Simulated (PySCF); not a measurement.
C₄H₈, SMILES C=C(C)C.

Coordinates come from a B3LYP-D3(BJ)/def2-SVP optimisation.

Computed with B3LYP-D3(BJ)/def2-SVP in PySCF.

Harmonic, unscaled wavenumbers; measured fundamentals usually lie a few per cent lower.

| mode | ν (cm⁻¹) | IR (km/mol) | Raman (Å⁴/amu) | depolarisation | moving atoms (share of kinetic energy) |
|---|---|---|---|---|---|
| 1 | 170 | 0.0 | 0.0 | – | H 98 % |
| 2 | 213 | 1.0 | 0.3 | 0.75 | H 93 % |
| 3 | 384 | 0.2 | 1.4 | 0.69 | C 58 %, H 42 % |
| 4 | 439 | 1.2 | 1.2 | 0.75 | C 56 %, H 44 % |
| 5 | 442 | 7.1 | 4.3 | 0.75 | C 57 %, H 43 % |
| 6 | 700 | 0.0 | 6.0 | 0.75 | H 100 % |
| 7 | 826 | 0.3 | 8.5 | 0.10 | C 76 %, H 24 % |
| 8 | 917 | 36.8 | 0.7 | 0.75 | H 74 %, C 26 % |
| 9 | 955 | 0.1 | 1.4 | 0.75 | H 71 %, C 29 % |
| 10 | 979 | 0.3 | 1.2 | 0.75 | H 65 %, C 35 % |
| 11 | 1008 | 0.0 | 0.2 | 0.75 | H 80 %, C 20 % |
| 12 | 1072 | 4.2 | 6.9 | 0.55 | H 66 %, C 34 % |
| 13 | 1093 | 0.5 | 0.8 | 0.75 | H 55 %, C 45 % |
| 14 | 1292 | 3.2 | 0.7 | 0.75 | C 60 %, H 40 % |
| 15 | 1392 | 0.2 | 3.5 | 0.61 | H 83 %, C 17 % |
| 16 | 1399 | 7.2 | 10.3 | 0.75 | H 61 %, C 39 % |
| 17 | 1420 | 0.9 | 53.3 | 0.55 | H 84 %, C 16 % |
| 18 | 1443 | 0.0 | 29.6 | 0.75 | H 96 % |
| 19 | 1453 | 5.0 | 1.7 | 0.75 | H 96 % |
| 20 | 1461 | 15.8 | 0.0 | – | H 97 % |
| 21 | 1473 | 10.5 | 12.6 | 0.74 | H 93 % |
| 22 | 1732 | 18.1 | 21.3 | 0.11 | C 89 %, H 11 % |
| 23 | 3009 | 17.9 | 9.2 | 0.75 | H 97 % |
| 24 | 3015 | 34.9 | 302.4 | 0.01 | H 97 % |
| 25 | 3070 | 0.0 | 13.6 | 0.75 | H 91 %, C 9 % |
| 26 | 3073 | 39.6 | 173.0 | 0.75 | H 91 %, C 9 % |
| 27 | 3124 | 18.7 | 47.1 | 0.75 | H 91 %, C 9 % |
| 28 | 3125 | 13.6 | 66.3 | 0.75 | H 91 %, C 9 % |
| 29 | 3132 | 9.5 | 136.2 | 0.15 | H 94 % |
| 30 | 3225 | 14.9 | 77.9 | 0.75 | H 89 %, C 11 % |
